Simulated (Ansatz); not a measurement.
```xyz
9

C    -0.9277    0.1695   -0.7033
B     0.4353    0.3908    0.0401
N     0.9428   -0.5395    0.9419
H    -0.7768    0.1863   -1.7882
H    -1.6165    0.9944   -0.4911
H    -1.4329   -0.7665   -0.4475
H     1.0907    1.3811   -0.1484
H     1.8138   -0.4165    1.4281
H     0.4714   -1.3997    1.1685
```

The species carries charge 0 and has multiplicity 1.

List the PBE/def2-TZVPP orbital energies in eV (Ansatz 0.2.0). (An estimate is asked.)

Computed: Occupied: -380.38, -267.91, -176.23, -21.46, -16.79, -12.57, -12.34, -9.76, -9.37, -8.44, -7.22, -6.95. Lowest empty: -0.18, 0.26, 1.08, 1.38, 2.41, 2.79, 2.99, 3.43.
